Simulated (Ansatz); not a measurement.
Mulliken charges of `[OH]` radical from r2SCAN/def2-TZVPP in Ansatz (PBE0-D4/def2-TZVP geometry).

| atom | x (Å) | y (Å) | z (Å) | charge (e) |
| --- | --- | --- | --- | --- |
| O1 | 0.416 | -0.133 | 0.215 | -0.224 |
| H2 | -0.416 | 0.133 | -0.215 | 0.224 |

Problem. By hand: the dipole of these point charges (1 e Å = 4.8032 D).

Solution. Σ q r = (-0.186, 0.060, -0.096) e Å, of length 0.218 e Å = 1.05 D.

Problem. How does the dipole of the full density compare? (An estimate is asked.)

Solution. Ansatz gave: (-0.302, 0.097, -0.156) e Å, 1.70 D; the point charges give 0.62 times that, at 0° from its direction.

Point charges leave out the atoms' own dipoles, such as those of lone pairs, and Mulliken's split depends on the basis, so the two needn't agree.
